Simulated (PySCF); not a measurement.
Simulated outer-valence photoelectron spectrum of `FCC(F)F`. Computed with EOM-IP-CCSD/aug-cc-pVDZ in PySCF, restricted Hartree–Fock reference, frozen core, non-relativistic, gas phase, PBE0-D3(BJ)/def2-SVP geometry.

Each root has a Gaussian of 0.4 eV full width with its one-hole share as area; cross sections and vibrations are left out, and the highest printed point is 100.

ionisation energy (eV), intensity and a bar:
```
     12.1          1 
     12.2          3 #
     12.3         11 ###
     12.4         26 ########
     12.5         45 #############
     12.6         54 ################
     12.7         46 ##############
     12.8         28 ########
     12.9         12 ####
     13.0          4 #
     13.1          2 #
     13.2          6 ##
     13.3         18 #####
     13.4         36 ###########
     13.5         51 ###############
     13.6         52 ################
     13.7         37 ###########
     13.8         19 ######
     13.9          7 ##
     14.0          2 #
     14.1          1 
     14.2          2 #
     14.3          9 ###
     14.4         23 #######
     14.5         42 #############
     14.6         56 #################
     14.7         59 ##################
     14.8         58 #################
     14.9         59 ##################
     15.0         58 #################
     15.1         47 ##############
     15.2         28 ########
     15.3         14 ####
     15.4         12 ####
     15.5         26 ########
     15.6         55 ################
     15.7         86 ##########################
     15.8        100 ##############################
     15.9         86 ##########################
     16.0         55 ################
     16.1         26 ########
     16.2          9 ###
     16.3          2 #
     16.4          0 
     16.5          0 
     16.6          0 
     16.7          0 
     16.8          0 
     16.9          0 
     17.0          2 #
     17.1          7 ##
     17.2         20 ######
     17.3         43 #############
     17.4         69 #####################
     17.5         86 ##########################
     17.6         86 ##########################
     17.7         70 #####################
     17.8         44 #############
     17.9         21 ######
     18.0          7 ##
     18.1          2 #
     18.2          0
```

Problem. Where are the maxima, and how many lines lie under the curve?

Solution. 6 maxima, at 12.6, 13.6, 14.7, 14.9, 15.8 and 17.6 eV, from 8 lines. At this width some lines have no maximum of their own.

Problem. List the lines with their holes.

Solution. 
| E (eV) | leading hole (HF orbital) | area | Koopmans (eV) |
| --- | --- | --- | --- |
| 12.60 | HOMO | 0.96 | 14.08 |
| 13.55 | HOMO-1 | 0.96 | 14.97 |
| 14.62 | HOMO-2 | 0.95 | 16.55 |
| 15.00 | HOMO-3 | 0.95 | 17.52 |
| 15.74 | HOMO-5 | 0.95 | 18.44 |
| 15.86 | HOMO-4 | 0.95 | 18.16 |
| 17.45 | HOMO-7 | 0.95 | 19.69 |
| 17.66 | HOMO-6 | 0.95 | 19.44 |

The widest gap, 1.59 eV, lies between 15.86 and 17.45 eV. Only orbitals with −ε under 21 eV, eight at most, were ionised, so the high end of the curve may lack lines.

The values belong to the conformer `[F:1][CH2:2][CH:3]([F:4])[F:5]`: F1–C2–C3–F4 174°.
